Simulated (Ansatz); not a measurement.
```yaml
crystal:
  periodic: [false, false, false]
  atoms:
    - {symbol: Li, position_ang: [-0.663100, 0.390185, -1.839019]}
    - {symbol: Na, position_ang: [1.428580, 0.851187, 0.251098]}
    - {symbol: Na, position_ang: [-0.765480, -1.241372, 1.587921]}
basis:
  gaussian: {orbitals: x2c-TZVPPall}
total_charge: 1
hamiltonian: {xc: {name: wB97}}
scf: {lower_state_search: full}
```

```sh
$ ansatz run in.yaml --threads 4 --pin off --events-out ev --progress --plain --max-ram 3916MiB
```

Output, abridged:

```
Functional definition: wB97
699 factors; their error is unknown
405 factors; integrals over basis functions are off by at most 4.0e-5 eV
mean field evaluation 1: about -9042.7053 eV, gradient 6.1e0 eV
mean field evaluation 2: about -9042.8312 eV, gradient 1.7e0 eV
mean field evaluation 4: about -9042.8529 eV, gradient 2.2e-1 eV
mean field evaluation 8: about -9042.8377 eV, gradient 1.1e-2 eV
mean field evaluation 16: about -9042.6896 eV, gradient 6.1e0 eV
mean field -9042.83767427 eV, -332.3181550739 hartree, gradient 7.2e-5 eV, S^2 0.000000; 0 other end points of the search recorded, 0 dependent functions left out
reference -9042.83766147 eV, -332.3181546036 hartree; 12, 12 occupied and 71, 71 virtual orbitals, 699 factors
Total energy: -9042.83766147 eV, -332.3181546036 hartree
Relativity: scalar
```

Run time 1.6 s (4 threads of Arm Neoverse V1 on a shared host).

DK, ANO-RCC and x2c sets are all-electron and run with scalar relativity unless a key says otherwise. The restricted singlet is unstable towards broken spin symmetry in Hartree–Fock (as tested in another run); at RKS ωB97/x2c-TZVPPall this wasn't settled.
